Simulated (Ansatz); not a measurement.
Dissociation curve of Li₂, singlet.

- RKS-B3LYP = restricted B3LYP/cc-pVTZ run with Ansatz (a first-principles code)
- FCI = full CI/cc-pVTZ, frozen core (Ansatz)

Energies relative to the lowest point of each curve near equilibrium, in kJ/mol:

| R / Å | RKS-B3LYP |
|---|---|
| 2.06 | 47.8 |
| 2.20 | 26.2 |
| 2.34 | 12.1 |
| 2.44 | 5.7 |
| 2.64 | 0.1 |
| 2.96 | 4.1 |
| 3.17 | 11.6 |
| 3.43 | 23.7 |
| 4.09 | 57.6 |
| 4.96 | 95.2 |
| 6.73 | 136.7 |
| 7.36 | 143.9 |

Task: Estimate the FCI values at these points.

Result: 2.06: 47.8; 2.20: 26.4; 2.34: 12.3; 2.44: 5.9; 2.64: 0.2; 2.96: 4.0; 3.17: 11.6; 3.43: 23.7; 4.09: 55.5; 4.96: 83.2; 6.73: 97.7; 7.36: 98.5 (kJ/mol).

The restricted form behind RKS-B3LYP keeps the bonding electrons paired and can't separate into open-shell fragments.
